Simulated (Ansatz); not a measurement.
A calculation with Ansatz (development build ahead of 0.2.0).

```yaml
crystal:
  periodic: [false, false, false]
  atoms:
    - { symbol: F, position_ang: [0.00012, 0.71, 3.8] }
    - { symbol: F, position_ang: [-0.00012, -0.71, 3.8] }
    - { symbol: H, position_ang: [0.37, 0.0, 0.0] }
    - { symbol: H, position_ang: [-0.37, 0.0, 0.0] }
basis:
  gaussian: { orbitals: def2-SVP }
hamiltonian:
  xc: hf
```

The input is written out in the form of the current development build from the run's settings.

The run gave:

```json
{
  "Converged": "yes",
  "Total energy": "-199.63470 hartree",
  "Spin squared of the determinant": "0.000"
}
```

Caution: no unrestricted run beside it, a lower state can exist.
